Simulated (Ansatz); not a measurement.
Cost and result up the ladder for SiMe2H2 (C₂H₈Si) (11 atoms). The state is a singlet with charge 0. Geometry: PBE0-D4/def2-TZVP.

| atom | x (Å) | y (Å) | z (Å) |
| --- | --- | --- | --- |
| C1 | 0.370 | -0.002 | -1.540 |
| C2 | -0.959 | -0.052 | 1.259 |
| Si3 | 0.651 | 0.060 | 0.310 |
| H4 | 1.316 | 0.071 | -2.081 |
| H5 | -0.268 | 0.823 | -1.866 |
| H6 | -0.113 | -0.938 | -1.831 |
| H7 | -0.781 | -0.019 | 2.336 |
| H8 | -1.482 | -0.985 | 1.033 |
| H9 | -1.623 | 0.778 | 1.002 |
| H10 | 1.347 | 1.330 | 0.664 |
| H11 | 1.543 | -1.064 | 0.714 |

Ansatz on 2 threads of AMD EPYC 7R43 on a shared host. Times are rough, and most runs start from the orbitals of an earlier one. CAM-B3LYP-D4/def2-TZVP serves as the yardstick here, not as an exact answer. Differences are given only for rows in sets of like size (and for xTB, whose basis is part of the method), since another set adds its own error. Binding counts from free atoms at the same level (C triplet, Si triplet, H doublet; other spins of the atoms weren't run), without zero-point energy or a counterpoise term.

HSE06 is defined as in plane-wave codes, on full-range PBE exchange. Correlated methods freeze 7 core orbitals.

Correlated methods converge slowly with the basis.

```tsv
level	functions	wall time	binding energy per atom (eV)	difference from CAM-B3LYP-D4/def2-TZVP (eV)
PBE-D4/def2-SVP	86	2.1 s	3.68	–
LDA (SPW92)/def2-TZVP	147	2.4 s	4.07	0.38
PBE0-D4/def2-SVP	86	2.4 s	3.67	–
MP2/def2-TZVP	147	3.5 s	3.54	-0.15
PBE0-D4/def2-TZVP	147	4.1 s	3.66	-0.02
PBE-D4/def2-TZVP (with forces)	147	4.3 s	3.68	-0.01
CAM-B3LYP-D4/def2-TZVP	147	5.5 s	3.69	0.00
r2SCAN-D4/def2-TZVP	147	6 s	3.67	-0.02
HSE06-D4/def2-TZVP	147	6 s	3.67	-0.02
CCSD(T)/def2-TZVPP	216	2 min	3.61	-0.08
```
